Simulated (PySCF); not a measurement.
Two species compared at the same levels of theory.

First species: C4H10O.
InChI=1S/C4H10O/c1-3-4-5-2/h3-4H2,1-2H3

Second species: 1-chloro-1,1-difluoroethane, C₂H₃ClF₂.
InChI=1S/C2H3ClF2/c1-2(3,4)5/h1H3

Levels: PBE0/pcSseg-1 for dipole moment, HOMO energy, LUMO energy and HOMO–LUMO gap; GFN2-xTB for rotational constant A and rotational constant C. Geometries: GFN2-xTB. All species are isolated and taken at one optimised geometry, non-relativistic unless stated; the electronic structure was computed with PySCF and density fitting.

The conformers computed, where there is a choice (atom-mapped SMILES and torsion angles):
- `[CH3:1][CH2:2][CH2:3][O:4][CH3:5]`: C1–C2–C3–O4 180°, C2–C3–O4–C5 180°

Task: Which of the two has the higher HOMO energy, and by how much?

Result: The first: -7.28 eV against -9.37 eV, a difference of 2.09 eV.

Task: Which of the two has the higher dipole moment, and by how much?

Result: The second: 2.33 D against 1.19 D, a difference of 1.14 D.

Task: Which has the higher LUMO energy?

Result: The first: 1.57 eV against 0.48 eV, a difference of 1.09 eV.

Task: Which of the two has the higher rotational constant C, and by how much?

Result: The second: 3.115 GHz against 2.024 GHz, a difference of 1.091 GHz.

Task: Which has the higher rotational constant A?

Result: The first: 20.068 GHz against 5.236 GHz, a difference of 14.832 GHz.

Task: Which has the higher HOMO–LUMO gap?

Result: The second: 9.85 eV against 8.85 eV, a difference of 1.00 eV.

On the first: The dipole matches unit charges of opposite sign 0.25 Å apart (1 e·Å = 4.8032 D).

On the second: A dipole of 2.33 D is allowed in Cs, and pure rotational transitions are dipole-allowed. The dipole matches unit charges of opposite sign 0.48 Å apart (1 e·Å = 4.8032 D).
